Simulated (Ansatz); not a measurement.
Mulliken charges of `C/N=C\N` from r2SCAN/def2-TZVPP in Ansatz (PBE0-D4/def2-TZVP geometry).

```json
{"atom": "C1", "x (Å)": "-0.926", "y (Å)": "0.678", "z (Å)": "-0.754", "charge (e)": "-0.044"}
{"atom": "N2", "x (Å)": "-0.539", "y (Å)": "-0.711", "z (Å)": "-0.720", "charge (e)": "-0.346"}
{"atom": "C3", "x (Å)": "0.346", "y (Å)": "-1.042", "z (Å)": "0.124", "charge (e)": "0.167"}
{"atom": "N4", "x (Å)": "0.968", "y (Å)": "-0.243", "z (Å)": "1.046", "charge (e)": "-0.322"}
{"atom": "H5", "x (Å)": "-1.676", "y (Å)": "0.830", "z (Å)": "-1.530", "charge (e)": "0.055"}
{"atom": "H6", "x (Å)": "-1.361", "y (Å)": "1.013", "z (Å)": "0.199", "charge (e)": "0.051"}
{"atom": "H7", "x (Å)": "-0.081", "y (Å)": "1.347", "z (Å)": "-0.983", "charge (e)": "0.030"}
{"atom": "H8", "x (Å)": "0.650", "y (Å)": "-2.088", "z (Å)": "0.177", "charge (e)": "0.069"}
{"atom": "H9", "x (Å)": "0.906", "y (Å)": "0.755", "z (Å)": "0.948", "charge (e)": "0.170"}
{"atom": "H10", "x (Å)": "1.795", "y (Å)": "-0.589", "z (Å)": "1.497", "charge (e)": "0.170"}
```

Q: By hand: the dipole of these point charges (1 e Å = 4.8032 D).

A: Σ q r = (0.313, 0.142, 0.291) e Å, of length 0.450 e Å = 2.16 D.

Q: How does the dipole of the full density compare? (Estimate.)

A: Computed: (0.472, 0.275, 0.394) e Å, 3.24 D; the point charges give 0.67 times that, at 6° from its direction.

Point charges leave out the atoms' own dipoles, such as those of lone pairs, and Mulliken's split depends on the basis, so the two needn't agree.
